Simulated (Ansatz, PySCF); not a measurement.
methane (CH₄), SMILES C.

Coordinates come from a PBE0-D3(BJ)/def2-TZVPD optimisation.

Two levels are set side by side: PBE/def2-TZVPD (Ansatz, an electronic-structure program) and EOM-CCSD/aug-cc-pVDZ (PySCF). PBE by ΔSCF, the other level by its IP root; same geometry, the bases differ. Differences are taken from unrounded values.

```json
[
 {"quantity": "vertical ionisation energy (eV)", "EOM-CCSD": "14.25", "PBE": "13.95", "PBE minus EOM-CCSD": "-0.30"}
]
```
